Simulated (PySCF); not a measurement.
Geometries of 2 isomers of C4H5FO, from PBE0-D3(BJ)/def2-SVP geometry optimisation, gas phase (PySCF). One conformer each, no zero-point energy, no frequencies.

**Question.** Which is lower in electronic energy at this level?
A.
```xyz
11
angstrom
O      1.830    0.079   -1.185
C      1.331    0.706   -0.310
F      1.949    1.780    0.200
C      0.037    0.460    0.351
C     -0.375   -0.986    0.521
C     -1.055   -0.154   -0.497
H     -0.238    1.176    1.128
H     -0.904   -1.236    1.444
H      0.341   -1.735    0.173
H     -2.074    0.193   -0.309
H     -0.803   -0.327   -1.546
```
B.
```xyz
11
angstrom
C      2.141   -0.362    0.237
C      0.853   -0.211    0.537
F      0.420   -0.194    1.801
C     -0.229   -0.049   -0.487
C     -1.629    0.098    0.038
O      0.046   -0.044   -1.664
H      2.423   -0.358   -0.816
H      2.896   -0.482    1.014
H     -2.317    0.246   -0.803
H     -1.916   -0.800    0.607
H     -1.692    0.944    0.739
```

**Answer.** A. That is `C1(CC1)C(=O)F`, 13.5 kcal/mol below the other.

```tsv
SMILES	atoms numbered as above	E (Eh)	relative (kcal/mol)	relative (kJ/mol)	dipole (D)
O=C(F)C1CC1	[O:1]=[C:2]([F:3])[CH:4]1[CH2:5][CH2:6]1	-329.89227	0.0	0.0	3.14
C=C(F)C(C)=O	[CH2:1]=[C:2]([F:3])[C:4]([CH3:5])=[O:6]	-329.87083	13.5	56.3	1.39
```

As drawn, the lower has a three-membered ring, which the higher lacks; the higher has a C=C bond outside aromatic rings, which the lower lacks.
